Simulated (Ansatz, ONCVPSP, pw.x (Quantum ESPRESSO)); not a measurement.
# Ge (diamond): variants of one ONCV potential in the solid

ONCVPSP 4.0.1.1 (patched build) input, shortened (lines: element, Z, core and valence counts, functional; n l f; lmax; l rc ep ncon nbas qcut; lloc lpopt rc5 dvloc0; l nproj debl; icmod fcfact rcfact), LDA (Perdew-Wang 92), scalar-relativistic:

```
  Ge 32.00    6    2  -001012      upf
    1    0    2.00
    2    0    2.00
    2    1    6.00
    3    0    2.00
    3    1    6.00
    3    2   10.00
    4    0    2.00
    4    1    2.00
    2
    0    1.80    0.00    4    8    3.30
    1    1.95    0.00    4    7    3.50
    2    2.15    0.20    3    7    3.80
    4    1    1.15    0.00
    0    1    2.90
    1    2    1.70
    2    1    0.80
    3    3.00    1.50
```

Crystal test: diamond Ge in pw.x 7.5, no spin, 8³ k-points, Fermi–Dirac smearing 0.01 Ry, cutoffs set for each file from its atomic test. The reference is all-electron LAPW (Ansatz 0.2.0) with the same functional, mesh and smearing; V0 and B0 come from Birch–Murnaghan fits to the pressures at five volumes. Errors are pseudo minus all-electron; Δ is the rms difference of the E(V) curves that follow from these fits, minima aligned, over ±6 % about the mean V0. Mesh and smearing are coarse, so the numbers serve the comparison and aren't converged zero-temperature values; the lattice is a test structure that the element need not adopt.

All-electron: a0 = 5.625 Å (V0 = 22.24 Å³/atom), B0 = 69.8 GPa.

Base: The generator flags a localised state at positive energy (s at 2 eV).

```csv
change,cutoffs (Ry),pw.x,a0 (Å),a0 error (%),B0 error (%),Δ (meV/atom),mean pressure error (GPa)
base,120/480,converged,5.614,-0.19,+1.4,2.0,-0.43
"reference 4s2; wave 4p: rc 1.95 bohr, ncon 4, nbas 7, qcut 3.5 1/bohr, 2 projectors, debl 1.7 Ha becomes p scattering state at 0.35 Ha: rc 1.95 bohr, ncon 4, nbas 7, qcut 3.5 1/bohr, 2 projectors, debl 1.7 Ha",120/480,converged; bound ghost; energies reset by the program,5.642,+0.31,-3.6,3.1,+0.63
"local potential polynomial inside 1.15 bohr (lpopt 1, dvloc0 10 Ha)",120/480,converged,5.618,-0.11,+0.7,1.2,-0.24
s: qcut 2; p: qcut 2.1; d: qcut 2.3,130/520,converged,5.611,-0.23,+1.8,2.4,-0.51
s: nproj 3,120/480,converged,5.619,-0.09,+0.6,1.0,-0.20
```

Give the row for: s: rc 1.56.

pw.x: converged; mean pressure error (GPa): -0.40; a0 (Å): 5.614; a0 error (%): -0.18; B0 error (%): +1.4; Δ (meV/atom): 1.9.
